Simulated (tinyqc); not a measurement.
Inside a calculation. Method: coupled-perturbed Hartree-Fock on RHF in the sto-3g basis, for H2O, spin multiplicity 1. One step of it, computed by the program tinyqc.

Question. Iteration 8 (converged): orbitals. Diagonalise F' = X^T F X, C = X C', fill 5 alpha and 5 beta electrons from the bottom; D = 2 C_occ C_occ^T. Each column has its largest component positive (the first on a tie).

converged F (hartree):
```
             1O 1s      1O 2s     1O 2px     1O 2py     1O 2pz      2H 1s      3H 1s
1O 1s   -20.238242  -5.161753   0.000000   0.000000  -0.026563  -0.950339  -0.950339
1O 2s    -5.161753  -2.414301   0.000000   0.000000  -0.083928  -0.865528  -0.865528
1O 2px    0.000000   0.000000  -0.382854   0.000000   0.000000   0.000000   0.000000
1O 2py    0.000000   0.000000   0.000000  -0.257926   0.000000  -0.381202   0.381202
1O 2pz   -0.026563  -0.083928   0.000000   0.000000  -0.293370  -0.318860  -0.318860
2H 1s    -0.950339  -0.865528   0.000000  -0.381202  -0.318860  -0.458784  -0.269584
3H 1s    -0.950339  -0.865528   0.000000   0.381202  -0.318860  -0.269584  -0.458784
```

X:
```
                1          2          3         4          5          6         7
1O 1s   -0.334943   0.000000   0.741766  0.000000  -0.612972   0.000000  0.173969
1O 2s    1.088387   0.000000  -0.279251  0.000000  -0.288534   0.000000  0.446871
1O 2px   0.000000   0.000000   0.000000  1.000000   0.000000   0.000000  0.000000
1O 2py   0.000000   0.900816   0.000000  0.000000   0.000000   0.675168  0.000000
1O 2pz   0.473854   0.000000   0.658080  0.000000   0.645035   0.000000  0.196060
2H 1s   -0.685686  -0.792997  -0.175407  0.000000   0.143598   0.383483  0.379913
3H 1s   -0.685686   0.792997  -0.175407  0.000000   0.143598  -0.383483  0.379913
```

Give: F' = X^T F X; orbital energies; coefficients C; D after iteration 8.

Answer.

F' = X^T F X (hartree):
```
         1       2        3        4        5        6        7
1  -0.0708  0.0000   1.9876   0.0000  -1.5142   0.0000   0.3705
2   0.0000  0.6420   0.0000   0.0000   0.0000   0.1030   0.0000
3   1.9876  0.0000  -8.8800   0.0000   8.7567   0.0000  -4.0341
4   0.0000  0.0000   0.0000  -0.3829   0.0000   0.0000   0.0000
5  -1.5142  0.0000   8.7567   0.0000  -9.3710   0.0000   4.3062
6   0.0000  0.1030   0.0000   0.0000   0.0000  -0.5680   0.0000
7   0.3705  0.0000  -4.0341   0.0000   4.3062   0.0000  -3.0693
```

orbital energies (hartree): MO1 -20.2467, MO2 -1.2195, MO3 -0.5767, MO4 -0.4280, MO5 -0.3829, MO6 0.5031, MO7 0.6507

coefficients C:
```
            MO1      MO2      MO3      MO4     MO5      MO6      MO7
1O 1s    0.9943  -0.2372   0.0000   0.0942  0.0000  -0.1206   0.0000
1O 2s    0.0248   0.8697   0.0000  -0.4865  0.0000   0.7428   0.0000
1O 2px   0.0000   0.0000   0.0000   0.0000  1.0000   0.0000   0.0000
1O 2py   0.0000   0.0000   0.5969   0.0000  0.0000   0.0000   0.9545
1O 2pz   0.0034   0.0944   0.0000   0.7736  0.0000   0.7104   0.0000
2H 1s   -0.0050   0.1507   0.4489   0.3083  0.0000  -0.7403  -0.7579
3H 1s   -0.0050   0.1507  -0.4489   0.3083  0.0000  -0.7403   0.7579
```

D after iteration 8:
```
          1O 1s    1O 2s  1O 2px   1O 2py   1O 2pz    2H 1s    3H 1s
1O 1s    2.1077  -0.4549  0.0000   0.0000   0.1077  -0.0234  -0.0234
1O 2s   -0.4549   1.9875  0.0000   0.0000  -0.5885  -0.0381  -0.0381
1O 2px   0.0000   0.0000  2.0000   0.0000   0.0000   0.0000   0.0000
1O 2py   0.0000   0.0000  0.0000   0.7125   0.0000   0.5359  -0.5359
1O 2pz   0.1077  -0.5885  0.0000   0.0000   1.2149   0.5054   0.5054
2H 1s   -0.0234  -0.0381  0.0000   0.5359   0.5054   0.6386  -0.1675
3H 1s   -0.0234  -0.0381  0.0000  -0.5359   0.5054  -0.1675   0.6386
```
